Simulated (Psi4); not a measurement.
Psi4 input (wB97X-D/6-31G*):

```
memory 1500 MB

molecule {
1 1
C    -0.00765201    0.00466428   -0.11016720
O     0.06716463   -0.04072056    1.10546523
O     0.01590056   -0.01200809   -1.23171942
H    -0.61860949    0.39384354    1.67103665
symmetry c1
no_reorient
no_com
}

set {
  basis 6-31G*
  reference rks
  scf_type pk
  dft_radial_points 99
  dft_spherical_points 590
  e_convergence 1e-8
  d_convergence 1e-7
  maxiter 150
}

e = energy('wb97x-d')
print_out(f'\nFINAL {e:.10f} DIPOLE {variable("CURRENT DIPOLE")[0]:.6f} {variable("CURRENT DIPOLE")[1]:.6f} {variable("CURRENT DIPOLE")[2]:.6f}\n')
```

What final total energy does it give?

-188.73170 Eh.
